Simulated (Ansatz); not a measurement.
For pyrite PtSb₂, PBE in Ansatz (PAW) gives:

```
Property                     Value
------------------  --------------
lattice constant a         6.553 Å
bulk modulus               105 GPa
formation enthalpy  -0.467 eV/atom
```

What does r²SCAN-D4 (plane waves, PAW; Ansatz, an electronic-structure program) give for the same quantities?


- lattice constant a: 6.480 Å (shrinks by 1.1 %)
- bulk modulus: 121 GPa (goes up by 15 %)
- formation enthalpy: -0.540 eV/atom (moves by -0.073 eV/atom)

For comparison: lattice constant a 6.44 Å (measured, temperature not stated, not corrected to a static lattice; as tabulated in Saeed et al. (2013), arXiv:1402.4256).

Changes are worked out from the printed values.

Unless a cell is named, each level is at its own relaxed cell (PBE 23.45, r²SCAN-D4 22.68 Å³/atom).

Levels without +SOC leave out spin–orbit coupling, which shifts energies and cells of such heavy elements.

The crystal itself was run without spin with PBE, r²SCAN-D4; a magnetic state was not tried in these runs.

Caveats: an element that serves as reference has a cell well above its measured volume (PBE). Ansatz's density-functional and Hartree–Fock values are scalar-relativistic unless marked +SOC, with PAW data made under PBE.
